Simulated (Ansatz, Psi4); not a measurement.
# How basis sets differ on SO3 (SMILES O=S(=O)=O)

SO3 has 4 atoms, charge 0, and is taken as a singlet. As SMILES, `O=S(=O)=O`. Geometry: relaxed at PBE0-D4/def2-TZVP.

```xyz
4

O    -1.1216   -0.6846    0.5367
S     0.0000    0.0000    0.0000
O     1.3089   -0.3277    0.4405
O    -0.1874    1.0123   -0.9771
```

Quantity: the atomisation enthalpy at 298 K, in kJ/mol. The values are calculated. The thermal term (zero-point and 298 K enthalpy, harmonic and unscaled) is that of PBE0-D4/def2-TZVP; the spin-orbit lowering of the free atoms at 298 K, 3.1 kJ/mol by their spectra, is taken off.

**What was measured.** NIST-JANAF tables gives the atomisation enthalpy at 298 K of the gas as 1420 kJ/mol.

```tsv
level	kind	program	value (kJ/mol)	computed − measured
wB97M-V/MINI	range-separated hybrid	Ansatz	-351	-1771
wB97M-V/STO-3G	range-separated hybrid	Ansatz	284	-1136
wB97M-V/LANL2DZ (core potential)	range-separated hybrid	Ansatz	266	-1154
wB97M-V/MIDI	range-separated hybrid	Ansatz	121	-1299
wB97M-V/def2-mTZVP	range-separated hybrid	Ansatz	1223	-197
wB97M-V/6-311+G**	range-separated hybrid	Psi4	1193	-227
wB97M-V/def2-mTZVPP	range-separated hybrid	Ansatz	1239	-181
wB97M-V/def2-TZVP	range-separated hybrid	Ansatz	1407	-13
wB97M-V/def2-QZVP	range-separated hybrid	Ansatz	1416	-4
```

Nearest: wB97M-V/def2-QZVP (-4 kJ/mol); farthest: wB97M-V/MINI (-1771 kJ/mol). Without the sets that lack polarisation functions the rows with a basis span only 1193 to 1416 kJ/mol.
